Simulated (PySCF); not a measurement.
Isomers of C5H5F.

All values: CAM-B3LYP/def2-SVPD (PySCF) at PBE0-D3(BJ)/def2-SVP geometries, gas phase, one conformer each. Core orbitals are frozen in the response; Δα² is half the sum of the squared differences of the principal polarisabilities.

Question: Rank by mean static polarisability, highest first.
A. `CC(F)=C1C=C1`
B. `FC1=CCC=C1`
C. `[CH2:1]=[C:2]([F:3])[C:4]1=[CH:5][CH2:6]1` with C1–C2–C4–C5 180°
D. `C=CC#CCF`

Answer: D (9.75 Å³), C (9.24 Å³), A (8.85 Å³), B (8.31 Å³).

Question: Rank by vertical ionisation energy (ΔSCF), lowest first.
A. `CC(F)=C1C=C1`
B. `C=C(F)C#CC`
C. `FC1=CCC=C1`
D. `C(#CCF)C=C`
E. `[CH2:1]=[C:2]([F:3])[C:4]1=[CH:5][CH2:6]1` with C1–C2–C4–C5 180°

Answer: A (7.83 eV), C (8.72 eV), E (8.96 eV), B (9.09 eV), D (9.23 eV).

Question: Rank by dipole moment, lowest first.
A. `CC(F)=C1C=C1`
B. `FC1=CCC=C1`
C. `[CH2:1]=[C:2]([F:3])[C:4]1=[CH:5][CH2:6]1` with C1–C2–C4–C5 180°
D. `C=C(F)C#CC`

Answer: C (1.16 D), B (2.01 D), D (2.33 D), A (3.04 D).

All values together:

```csv
SMILES,μ (D),HOMO (eV),LUMO (eV),α (Å³),Δα (Å³),ΔSCF removal energy (eV)
C=C(F)C#CC,2.33,-8.24,0.26,9.67,8.23,9.09
C=CC#CCF,2.06,-8.37,0.03,9.75,8.60,9.23
C=C(F)C1=CC1,1.16,-8.13,-0.25,9.24,6.14,8.96
CC(F)=C1C=C1,3.04,-6.96,0.44,8.85,5.57,7.83
FC1=CCC=C1,2.01,-7.85,0.40,8.31,3.71,8.72
```

Conformers: `[CH2:1]=[C:2]([F:3])[C:4]1=[CH:5][CH2:6]1` with C1–C2–C4–C5 180°.

By how much does the ΔSCF value exceed −ε(HOMO) over the species that have both?

By 0.84 to 0.87 eV, 0.86 eV on average, over 5 species.
